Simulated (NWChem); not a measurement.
System: formamide (CH3NO); SMILES NC=O

Here is an NWChem input.

```
start job
memory heap 200 mb stack 900 mb global 1100 mb
geometry units angstroms noautosym nocenter noautoz
  N     -0.183819     1.072927     0.000000
  C      0.384396    -0.156690     0.000000
  O     -0.217014    -1.202339     0.000000
  H     -1.193699     1.149871     0.000000
  H      0.375045     1.913893     0.000000
  H      1.501969    -0.100331     0.000000
end
basis spherical
  * library 6-311g**
end
dft
  xc xpbe96 cpbe96
  iterations 150
end
tddft
  cis
  ecut -9.0
  nroots 6
  notriplet
end
task tddft energy
```

Output (shortened):

```
             Northwest Computational Chemistry Package (NWChem) 7.3.0
             --------------------------------------------------------

                             Geometry "geometry" -> ""
                             -------------------------

 Output coordinates in angstroms (scale by  1.889725989 to convert to a.u.)

  No.       Tag          Charge          X              Y              Z
 ---- ---------------- ---------- -------------- -------------- --------------
    1 N                    7.0000    -0.18381900     1.07292700     0.00000000
    2 C                    6.0000     0.38439600    -0.15669000     0.00000000
    3 O                    8.0000    -0.21701400    -1.20233900     0.00000000
    4 H                    1.0000    -1.19369900     1.14987100     0.00000000
    5 H                    1.0000     0.37504500     1.91389300     0.00000000
    6 H                    1.0000     1.50196900    -0.10033100     0.00000000

 Effective nuclear repulsion energy (a.u.)      71.3188065556

  pbe96 is a nonlocal functional; adding pw91lda local functional.

                                 NWChem DFT Module
                                 -----------------

 Summary of "ao basis" -> "ao basis" (spherical)
 ------------------------------------------------------------------------------
       Tag                 Description            Shells   Functions and Types
 ---------------- ------------------------------  ------  ---------------------
 N                          6-311g**                 8       18   4s3p1d
 C                          6-311g**                 8       18   4s3p1d
 O                          6-311g**                 8       18   4s3p1d
 H                          6-311g**                 4        6   3s1p

            General Information
            -------------------
          SCF calculation type: DFT
          Wavefunction type:  closed shell.
          No. of atoms     :     6
          No. of electrons :    24
           Alpha electrons :    12
            Beta electrons :    12
          Charge           :     0
          Spin multiplicity:     1
          Use of symmetry is: off; symmetry adaption is: off
          Maximum number of iterations: 150
          AO basis - number of functions:    72
                     number of shells:    36
          Convergence on energy requested:  1.00D-06
          Convergence on density requested:  1.00D-05
          Convergence on gradient requested:  5.00D-04

              XC Information
              --------------
          PerdewBurkeErnzerhof Exchange Functional  1.000
            Perdew 1991 LDA Correlation Functional  1.000 local
           PerdewBurkeErnz. Correlation Functional  1.000 non-local

             Grid Information
             ----------------
          Grid used for XC integration:  medium
          Radial quadrature: Mura-Knowles
          Angular quadrature: Lebedev.
          Tag              B.-S. Rad. Rad. Pts. Rad. Cut. Ang. Pts.
          ---              ---------- --------- --------- ---------
          N                   0.65       49           7.0       434
          C                   0.70       49           8.0       434
          O                   0.60       49          10.0       434
          H                   0.35       45          10.0       434
          Grid pruning is: on
          Number of quadrature shells:   282
          Spatial weights used:  Erf1

      Superposition of Atomic Density Guess
      -------------------------------------

 Sum of atomic energies:        -168.25078473

      Non-variational initial energy
      ------------------------------

 Total energy =    -169.689067
 1-e energy   =    -369.680423
 2-e energy   =     128.672550
 HOMO         =      -0.364451
 LUMO         =       0.043743

   convergence    iter        energy       DeltaE   RMS-Dens  Diis-err
 ---------------- ----- ----------------- --------- --------- ---------
 d= 0,ls=0.0,diis     1   -169.6311432248 -2.41D+02  3.61D-02  1.19D+00
 d= 0,ls=0.0,diis     2   -168.6893637894  9.42D-01  3.14D-02  9.88D+00
 d= 0,ls=0.0,diis     3   -169.7319148962 -1.04D+00  4.86D-03  1.96D-01
 d= 0,ls=0.0,diis     4   -169.7374344460 -5.52D-03  2.26D-03  1.36D-01
 d= 0,ls=0.0,diis     5   -169.7517095238 -1.43D-02  3.76D-04  2.13D-03
  Resetting Diis
 d= 0,ls=0.0,diis     6   -169.7518991894 -1.90D-04  1.53D-04  2.35D-04
 d= 0,ls=0.0,diis     7   -169.7519256489 -2.65D-05  8.61D-05  7.54D-06
 d= 0,ls=0.0,diis     8   -169.7519207907  4.86D-06  5.68D-05  5.48D-05
 d= 0,ls=0.0,diis     9   -169.7519265482 -5.76D-06  7.68D-06  1.16D-06
 d= 0,ls=0.0,diis    10   -169.7519266557 -1.08D-07  2.09D-06  1.23D-07

         Total DFT energy =     -169.751926655697
      One electron energy =     -372.244032698660
           Coulomb energy =      153.052591280189
    Exchange-Corr. energy =      -21.879291792876
 Nuclear repulsion energy =       71.318806555649

 Numeric. integr. density =       24.000002101044

                       DFT Final Molecular Orbital Analysis
                       ------------------------------------

 Vector   10  Occ=2.000000D+00  E=-3.593904D-01
              MO Center= -9.4D-02, -9.5D-01,  1.2D-10, r^2= 1.5D+00
   Bfn.  Coefficient  Atom+Function         Bfn.  Coefficient  Atom+Function
  ----- ------------  ---------------      ----- ------------  ---------------
    44      0.299553  3 O  py                46     -0.279513  3 O  s
    48      0.244994  3 O  py                42     -0.219398  3 O  s
    40      0.218068  3 O  py                25     -0.167545  2 C  px
    26     -0.151398  2 C  py                24      0.122077  2 C  s
    43      0.118690  3 O  px                68     -0.118885  6 H  s

 Vector   11  Occ=2.000000D+00  E=-2.384704D-01
              MO Center= -1.8D-01,  1.8D-01, -2.2D-10, r^2= 2.0D+00
   Bfn.  Coefficient  Atom+Function         Bfn.  Coefficient  Atom+Function
  ----- ------------  ---------------      ----- ------------  ---------------
    13      0.394053  1 N  pz                 9      0.325846  1 N  pz
    45     -0.279496  3 O  pz                49     -0.274611  3 O  pz
     5      0.226249  1 N  pz                41     -0.195194  3 O  pz
    33      0.050585  2 C  d -1              31     -0.047208  2 C  pz
    27     -0.032248  2 C  pz

 Vector   12  Occ=2.000000D+00  E=-2.099185D-01
              MO Center=  9.3D-03, -8.5D-01,  5.5D-11, r^2= 1.5D+00
   Bfn.  Coefficient  Atom+Function         Bfn.  Coefficient  Atom+Function
  ----- ------------  ---------------      ----- ------------  ---------------
    43      0.349971  3 O  px                47      0.339115  3 O  px
    10      0.323769  1 N  s                 39      0.245704  3 O  px
    48     -0.190676  3 O  py                68     -0.188940  6 H  s
    44     -0.185162  3 O  py                69     -0.166319  6 H  s
    40     -0.129554  3 O  py                30     -0.117802  2 C  py

 Vector   13  Occ=0.000000D+00  E=-8.705944D-03
              MO Center=  2.0D-01, -2.3D-01,  1.6D-10, r^2= 1.7D+00
   Bfn.  Coefficient  Atom+Function         Bfn.  Coefficient  Atom+Function
  ----- ------------  ---------------      ----- ------------  ---------------
    31      0.595706  2 C  pz                49     -0.428149  3 O  pz
    27      0.396660  2 C  pz                13     -0.365541  1 N  pz
    45     -0.257075  3 O  pz                23      0.240462  2 C  pz
    41     -0.191696  3 O  pz                 9     -0.178556  1 N  pz
     5     -0.133345  1 N  pz                72      0.032882  6 H  pz

 Vector   14  Occ=0.000000D+00  E= 1.407960D-02
              MO Center=  8.6D-02,  1.8D+00,  2.1D-11, r^2= 3.7D+00
   Bfn.  Coefficient  Atom+Function         Bfn.  Coefficient  Atom+Function
  ----- ------------  ---------------      ----- ------------  ---------------
    63      1.132463  5 H  s                 10     -0.897366  1 N  s
    57      0.577243  4 H  s                 28     -0.475261  2 C  s
    12     -0.427911  1 N  py                69      0.315623  6 H  s
     6     -0.220351  1 N  s                 30     -0.148564  2 C  py
     8     -0.125931  1 N  py                62      0.121583  5 H  s

 Vector   15  Occ=0.000000D+00  E= 4.218039D-02
              MO Center=  2.3D-01,  6.6D-01, -9.7D-11, r^2= 5.8D+00
   Bfn.  Coefficient  Atom+Function         Bfn.  Coefficient  Atom+Function
  ----- ------------  ---------------      ----- ------------  ---------------
    69      1.285567  6 H  s                 57     -1.147296  4 H  s
    28     -0.844182  2 C  s                 29     -0.549183  2 C  px
    10      0.414402  1 N  s                 63      0.416132  5 H  s
    11     -0.326733  1 N  px                24     -0.136346  2 C  s
     7     -0.131722  1 N  px                12     -0.120347  1 N  py

     Multipole analysis of the density
     ---------------------------------

     L   x y z        total         alpha         beta         nuclear
     -   - - -        -----         -----         ----         -------
     0   0 0 0     -0.000000    -12.000000    -12.000000     24.000000

     1   1 0 0      0.213313      0.137982      0.137982     -0.062652
     1   0 1 0      1.452002      0.806248      0.806248     -0.160494
     1   0 0 1      0.000000      0.000000      0.000000      0.000000

[...]

                                NWChem TDDFT Module
                                -------------------

            General Information
            -------------------
           No. of orbitals :     144
            Alpha orbitals :      72
             Beta orbitals :      72
        Alpha frozen cores :       0
         Beta frozen cores :       0
     Alpha frozen virtuals :       0
      Beta frozen virtuals :       0
         Spin multiplicity :       1
    Number of AO functions :      72
        Use of symmetry is : off
      Symmetry adaption is : off
         Schwarz screening :  0.10D-07

              XC Information
              --------------
   PerdewBurkeErnzerhof Exchange Functional   1.00
     Perdew 1991 LDA Correlation Functional   1.00 local
    PerdewBurkeErnz. Correlation Functional   1.00 non-local

             TDDFT Information
             -----------------
          Calculation type : Tamm-Dancoff TDDFT
         Wavefunction type : Restricted singlets
          No. of electrons :      24
           Alpha electrons :      12
            Beta electrons :      12
              No. of roots :       6
          Max subspacesize :    5200
            Max iterations :     100
               Target root :       1
           Target symmetry : none
             Energy Cutoff :-0.90D+01
      Symmetry restriction : off
                 Algorithm : Optimal
        Davidson threshold :  0.10D-03

    6 smallest eigenvalue differences (eV)
--------------------------------------------------------
  No. Spin  Occ  Vir  Irrep   E(Occ)    E(Vir)   E(Diff)
--------------------------------------------------------
    1    1    3   13 a        -9.969    -0.009   271.024
    2    1    3   14 a        -9.969     0.014   271.644
    3    1    3   15 a        -9.969     0.042   272.409
    4    1    3   16 a        -9.969     0.093   273.783
    5    1    3   17 a        -9.969     0.195   276.560
    6    1    3   18 a        -9.969     0.264   278.458
--------------------------------------------------------

  Entering Davidson iterations
  Restricted singlet excited states

  Iter   NTrls   NConv    DeltaV     DeltaE      Time
  ----  ------  ------  ---------  ---------  ---------
    1      6       0     0.10E+00   0.10+100        2.1
    2     12       1     0.67E-03   0.19E-02        2.1
    3     17       6     0.82E-04   0.13E-06        1.9
  ----  ------  ------  ---------  ---------  ---------
  Convergence criterion met

  Ground state a        -169.751926655697 a.u.

  ----------------------------------------------------------------------------
  Root   1 singlet a              9.973937479 a.u.              271.4048 eV
  ----------------------------------------------------------------------------
     Transition Moments    X -0.00000   Y -0.00000   Z  0.08307
     Dipole Oscillator Strength                    0.0458818948
     Electric Quadrupole                           0.0000236969
     Magnetic Dipole                               0.0000363206
     Total Oscillator Strength                     0.0459419123

     Occ.    3  a   ---  Virt.   13  a       -0.99914
  ----------------------------------------------------------------------------
  Root   2 singlet a              9.983548621 a.u.              271.6663 eV
  ----------------------------------------------------------------------------
     Transition Moments    X  0.01679   Y -0.00852   Z -0.00000
     Dipole Oscillator Strength                    0.0023594612
     Electric Quadrupole                           0.0000013279
     Magnetic Dipole                               0.0000000040
     Total Oscillator Strength                     0.0023607931

     Occ.    3  a   ---  Virt.   14  a        0.99871
  ----------------------------------------------------------------------------
  Root   3 singlet a             10.016319634 a.u.              272.5580 eV
  ----------------------------------------------------------------------------
     Transition Moments    X -0.02747   Y -0.00686   Z -0.00000
     Dipole Oscillator Strength                    0.0053517734
     Electric Quadrupole                           0.0000023972
     Magnetic Dipole                               0.0000015204
     Total Oscillator Strength                     0.0053556911

     Occ.    3  a   ---  Virt.   15  a       -0.99002
     Occ.    3  a   ---  Virt.   16  a        0.12903
  ----------------------------------------------------------------------------
  Root   4 singlet a             10.069573043 a.u.              274.0071 eV
  ----------------------------------------------------------------------------
     Transition Moments    X -0.02968   Y -0.00514   Z  0.00000
     Dipole Oscillator Strength                    0.0060920613
     Electric Quadrupole                           0.0000026498
     Magnetic Dipole                               0.0000013984
     Total Oscillator Strength                     0.0060961095

     Occ.    3  a   ---  Virt.   15  a       -0.12575
     Occ.    3  a   ---  Virt.   16  a       -0.98967
  ----------------------------------------------------------------------------
  Root   5 singlet a             10.165600747 a.u.              276.6202 eV
  ----------------------------------------------------------------------------
     Transition Moments    X  0.00480   Y  0.00943   Z  0.00000
     Dipole Oscillator Strength                    0.0007588943
     Electric Quadrupole                           0.0000006013
     Magnetic Dipole                               0.0000006355
     Total Oscillator Strength                     0.0007601311

     Occ.    3  a   ---  Virt.   17  a        0.99835
  ----------------------------------------------------------------------------
  Root   6 singlet a             10.236751252 a.u.              278.5563 eV
  ----------------------------------------------------------------------------
     Transition Moments    X -0.00771   Y  0.02099   Z -0.00000
     Dipole Oscillator Strength                    0.0034131818
     Electric Quadrupole                           0.0000028734
     Magnetic Dipole                               0.0000015790
     Total Oscillator Strength                     0.0034176341

     Occ.    3  a   ---  Virt.   18  a       -0.99410
     Occ.    3  a   ---  Virt.   20  a        0.07381
     Occ.    3  a   ---  Virt.   22  a        0.05919

              Target root =      1
          Target symmetry = none
      Ground state energy =   -169.751926655697
        Excitation energy =      9.973937479385
     Excited state energy =   -159.777989176313

  stored tddft:energy   -159.77798917631270
```

Level: PBE/6-311G** (spherical d), restricted-window TDA. Coordinates come from a PBE0/def2-SVP optimisation. The quadrupole and magnetic terms of the printed total strengths depend on the origin.
